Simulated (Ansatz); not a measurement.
Process, species as SMILES: FF (F2) → 2 F atom
B3LYP-D3(BJ)/def2-TZVP geometries, fixed; electronic energies without zero-point terms.

Effect of a fitting basis named in the input at PBE/aug-cc-pVTZ with Ansatz (an electronic-structure program), against the last row, where the bond dissociation energy is 52.84 kcal/mol. Open shells are unrestricted. The default fits or decomposes integrals by the program's own choice; accuracy: high also tightens integrals, grids and stops.

| setting | largest shift of a total energy (mEh) | shift of the bond dissociation energy (kcal/mol) |
|---|---|---|
| fitting: def2-SV(P)-JKFIT | -0.055 | 0.007 |
| fitting: def2-universal-JKFIT | -0.055 | 0.007 |
| fitting: cc-pVTZ-JKFIT | -0.040 | -0.004 |
| fitting: cc-pVQZ-JKFIT | -0.029 | -0.011 |
| fitting: cc-pV5Z-JKFIT | -0.028 | -0.012 |
| fitting: def2-universal-JFIT | -0.110 | 0.047 |
| accuracy: high | 0.001 | 0.000 |
| accuracy: medium (default) | 0.000 | 0.000 |

Within 0.02 kcal/mol in the bond dissociation energy: fitting: def2-SV(P)-JKFIT; fitting: def2-universal-JKFIT; fitting: cc-pVTZ-JKFIT; fitting: cc-pVQZ-JKFIT; fitting: cc-pV5Z-JKFIT; accuracy: high. The largest shift is 0.110 mEh in a total energy and 0.047 kcal/mol in the difference.
